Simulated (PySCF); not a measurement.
Molecule: ethanethiol (SMILES CCS).

Geometry (Å), atoms numbered from 1 in this order:
```xyz
9

C    -0.793    0.531    0.101
C     0.098   -0.678   -0.109
S     1.716   -0.500    0.726
H    -1.764    0.359   -0.359
H    -0.349    1.419   -0.346
H    -0.939    0.715    1.163
H    -0.341   -1.572    0.332
H     0.288   -0.860   -1.167
H     2.097    0.589    0.062
```

Frames of a GFN2-xTB Langevin trajectory at 300 K; GIAO PBE0/pcSseg-1 shieldings in PySCF 2.14, gas phase, non-relativistic; equivalent atoms averaged within each frame.

References, each an isolated molecule treated in the same way: 13C (186.93 ppm) and 1H (31.72 ppm) against TMS; 33S (503.73 ppm) against CS2. The references are static minima.

How do the shifts (ppm) fluctuate along the trajectory?

## Answers


```
         time (fs)    C2    C1   S3    H9  H7/H8  H4/H5/H6
optimised geometry  27.0  23.8  -63  1.38   2.47      1.33
               250  31.0  22.2   16  3.23   2.15      1.16
               425  24.3  22.4  -50  1.30   1.91      2.04
               625  21.9  27.0  -75  0.83   1.32      2.01
               800  26.1  26.6  -61  1.59   3.13      2.05
              1000  24.7  28.3  -41  3.55   2.68      2.08
    mean of frames  25.6  25.3  -42  2.10   2.24      1.87
standard deviation   3.4   2.8   35  1.21   0.70      0.40
```

5 frames give an uncertainty of the mean of about the standard deviation over 2.2 at best, since frames this close in time may not be independent; classical motion lacks zero-point vibration, and the reference would need the same averaging.
